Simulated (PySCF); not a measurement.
N2, SMILES N#N (connectivity only; charge and spin as stated), charge +1, multiplicity 2.

The structure is a stationary point at B3LYP-D3(BJ)/def2-TZVPD.

Computed with PBE/def2-TZVPD in PySCF.

The molecule is in vacuum.

Computed frontier levels, dipole moment and polarisability:
The α spin, highest occupied and lowest empty level comes out as -22.77 and -13.20 eV and the β spin, highest occupied and lowest empty level is -22.44 and -20.58 eV. The dipole moment about the centre of nuclear charge is 0.00 D and the mean static polarisability is 12.0 bohr³ (1.78 Å³). The polarisability, principal values is 9.4, 9.4, 17.2 bohr³ and the ⟨S²⟩ is 0.752 (pure state 0.75).
